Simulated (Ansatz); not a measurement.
# [P2H3]− (SMILES [PH-]P): the energy, rung by rung

[P2H3]−: 5 atoms, total charge -1, spin state singlet. SMILES: `[PH-]P`. Geometry: relaxed at GFN2-xTB. This is one conformer, not always the lowest.

```xyz
5

P     0.7902   -1.1094    0.1438
P    -0.4775    0.5463    0.0761
H     0.2795   -1.4626    1.3644
H    -0.9839    0.4702   -1.2282
H     0.3917    1.5555   -0.3561
```

Each level gives the energy change with the P1–H3 bond stretched from 1.369 to 3.423 Å (eV). The values are calculated.

| level | kind | program | value (eV) | less FCI/STO-3G | CPU time (all runs) |
| --- | --- | --- | --- | --- | --- |
| HF/STO-3G (restricted) | Hartree–Fock | Ansatz | 7.07 | +2.37 | 0.21 s |
| SVWN5/STO-3G (restricted) | LDA | Ansatz | 5.24 | +0.54 | 0.81 s |
| PBE/STO-3G (restricted) | GGA | Ansatz | 4.85 | +0.15 | 1.3 s |
| r2SCAN0/STO-3G (restricted) | hybrid meta-GGA | Ansatz | 5.85 | +1.15 | 2.5 s |
| wB97M-V/STO-3G (restricted) | range-separated hybrid | Ansatz | 6.16 | +1.46 | 15 s |
| B2PLYP/STO-3G (restricted) | double hybrid | Ansatz | 5.20 | +0.50 | 1.5 s |
| MP2/STO-3G (restricted) | perturbation theory | Ansatz | 5.95 | +1.25 | 0.24 s |
| BCCD(T)/STO-3G (restricted) | coupled cluster or CI | Ansatz | 4.69 | -0.01 | 0.29 s |
| CCSD(T)/STO-3G (restricted) | coupled cluster or CI | Ansatz | 4.04 | -0.66 | 0.27 s |
| FCI/STO-3G | exact in the basis | Ansatz | 4.70 | 0.00 | 1.2 s |

FCI/STO-3G is exact within its basis and frozen core, so for wave-function methods in that basis the difference is their error; functionals converge differently with the basis, so for them it is only a difference. Spin-restricted single references rise too steeply as a bond breaks, Hartree–Fock most of all. Perturbation and coupled-cluster corrections on them can overshoot downwards. Sets without diffuse functions describe the anion poorly. The first shape isn't each level's own minimum. The values span 4.04 to 7.07 eV. All rows use very small basis sets, so even the best lies far from the true value. Times are those of the runs behind each value, whatever else they computed, on shared processors of several kinds: orders of magnitude only.
